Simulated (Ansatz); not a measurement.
# LiZnF₃: Seebeck coefficient and carrier response

Computed with Ansatz, DFT PBE, scalar-relativistic, plane waves, PAW. Cutoff 420 eV, 8×8×8 k-points (Γ-centred), Gaussian smearing of 0.02 eV. No spin polarisation.

Equilibrium structure at this level:
```
Li Zn F
1.0
     3.63596    0.00000    0.00000
     0.00000    3.63596    0.00000
     0.00000    0.00000    3.63596
Li Zn F
1 1 3
Cartesian
  1.8180 1.8180 1.8180
  0.0000 0.0000 0.0000
  0.0000 1.8180 1.8180
  1.8180 1.8180 0.0000
  1.8180 0.0000 1.8180
```

The cell was built by swapping an element in a database structure (itself possibly hypothetical) and relaxing; it need not be the stable form of this composition.

Constant relaxation time and rigid bands. The levels are interpolated over the whole zone and filled by a Fermi function at the stated temperature, with the chemical potential set by the electron count. The Kohn–Sham gap on the mesh is 0.93 eV and isn't corrected.

Task: Give the Seebeck coefficient (μV/K; xx, yy, zz) and the conductivity masses (m_e; principal values, sorted) at 600 K against doping (cm⁻³).

Result:
```tsv
doping	S	m*
n 1e18	-401 -401 -401	0.27 0.27 0.27
n 1e19	-212 -212 -212	0.27 0.27 0.27
n 1e20	-73 -73 -73	0.32 0.32 0.32
n 1e21	-22 -22 -22	0.49 0.49 0.49
p 1e18	879 879 879	3.88 3.88 3.88
p 1e19	692 692 692	3.90 3.90 3.90
p 1e20	494 494 494	3.91 3.91 3.91
p 1e21	299 299 299	4.00 4.00 4.00
```

Task: At 10¹⁸ cm⁻³, which carrier is lighter?

Result: Electrons, 0.27 against 3.88 m_e (harmonic means of the principal values).

Symmetry holds off the tilts and polar distortions that many cubic perovskites undergo.